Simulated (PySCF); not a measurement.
CH₃S, SMILES C[S] (connectivity only; charge and spin as stated), charge -1, multiplicity 1. Atoms are numbered in the order given.

```xyz
5

C      0.0000     0.0000    -1.1160
S      0.0000     0.0000     0.7044
H     -0.8824     0.5095    -1.5248
H      0.8824     0.5095    -1.5248
H      0.0000    -1.0189    -1.5248
```
Charge -1, spin multiplicity 1.

Geometry optimised at PBE0-D3(BJ)/def2-TZVPD. The multiplicity is an assumed one; other spin states were not compared. The isomer is the one that the SMILES or the coordinates give; other isomers of the formula were not compared.

Calculation: PySCF with PBE/def2-TZVPD.

Symmetry labels are those of the subgroup Cs that the program uses (full group C3v).

Computed valence orbital energies around the gap with their symmetry:
| orbital | symmetry | energy (eV) |
|---|---|---|
| HOMO−7 | A" | -147.00 |
| HOMO−6 | A' | -12.64 |
| HOMO−5 | A' | -8.58 |
| HOMO−4 | A' | -4.69 |
| HOMO−3 | A" | -4.69 |
| HOMO−2 | A' | -2.30 |
| HOMO−1 | A' | 1.30 |
| HOMO | A" | 1.30 |
| LUMO | A' | 3.79 |
| LUMO+1 | A' | 4.15 |
| LUMO+2 | A' | 4.44 |
| LUMO+3 | A" | 4.44 |
